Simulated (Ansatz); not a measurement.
Ansatz input wanted

SiH2S2 has 5 atoms, charge 0, and is taken as a singlet. SMILES: `S[Si]S`. Geometry: relaxed at PBE0-D4/def2-TZVP. This is one conformer, not always the lowest.

| atom | x (Å) | y (Å) | z (Å) |
| --- | --- | --- | --- |
| S | -0.6407 | -1.0238 | -0.5412 |
| Si | -0.6552 | 0.9689 | 0.2378 |
| S | 1.4265 | 1.1173 | 0.7342 |
| H | -1.9547 | -1.0422 | -0.8251 |
| H | 1.8741 | -0.0939 | 0.3529 |

Settings wanted:

```yaml
basis_set: x2c-SVPall
core_potential: none
integral_approximation: automatic
task: energy
method: HF
reference: RHF
relativity: sfX2C
accuracy: medium
```

Give an Ansatz 0.2.0 job that does this.

One that was run (others would do as well):

job.yaml:
```yaml
crystal:
  periodic: [false, false, false]
  atoms:
    - {symbol: S, position_ang: [-0.640700, -1.023800, -0.541200]}
    - {symbol: Si, position_ang: [-0.655200, 0.968900, 0.237800]}
    - {symbol: S, position_ang: [1.426500, 1.117300, 0.734200]}
    - {symbol: H, position_ang: [-1.954700, -1.042200, -0.825100]}
    - {symbol: H, position_ang: [1.874100, -0.093900, 0.352900]}
basis:
  gaussian: {orbitals: x2c-SVPall.json}
hamiltonian: {xc: hf}
output: {orbitals: {seedname: orbitals}}
```

```bash
$ ansatz run job.yaml --threads 1 --pin off --max-ram 2610MiB --events-out events.jsonl --progress --plain --runs-dir runs
```

(Basis files named in the input come from the Basis Set Exchange and aren't shown.)

Calculated total energy: -1087.57505 Eh.
